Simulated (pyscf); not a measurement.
`[FH]` + `[OH][Ge]([F])[F]` [doublet] -> `[F][Ge]([F])[F]` [doublet] + `[OH2]` (four-centre exchange; doublet surface; F–H, Ge–O broken, F–Ge, H–O formed). PySCF, gas phase, ωB97X-D3(BJ)/def2-SVP geometries. Energies in kJ/mol from the separated reactants.

| level | barrier | reaction energy |
|---|---|---|
| PBE/def2-TZVP | -2.9 | -20.9 |
| r²SCAN/def2-TZVP | ___ | -21.4 |
| B3LYP-D3(BJ)/def2-TZVP | ___ | ___ |
| PBE0-D3(BJ)/def2-TZVP | 7.8 | -18.3 |
| M06-2X/def2-TZVP | 10.9 | -19.1 |
| HF/def2-TZVP | 75.8 | -25.8 |

### Question
Complete the blanks.

### Answer

- r²SCAN/def2-TZVP, barrier: -0.1
- B3LYP-D3(BJ)/def2-TZVP, barrier: 12.6
- B3LYP-D3(BJ)/def2-TZVP, reaction energy: -20.1

On the reactant side the descent ends in a complex, 26.1 kJ/mol under the separated species and 40.4 kJ/mol under the saddle at ωB97X-D3(BJ)/def2-TZVP. On the product side the descent ends in a complex, 26.5 kJ/mol under the separated species and 60.5 kJ/mol under the saddle at ωB97X-D3(BJ)/def2-TZVP. At PBE the saddle lies under the separated reactants, which points to a path from their complex (located at ωB97X-D3(BJ) alone). This is the saddle that the search found; another between the same sides may lie lower. Elements up to Kr have no core potential and no relativistic terms here.
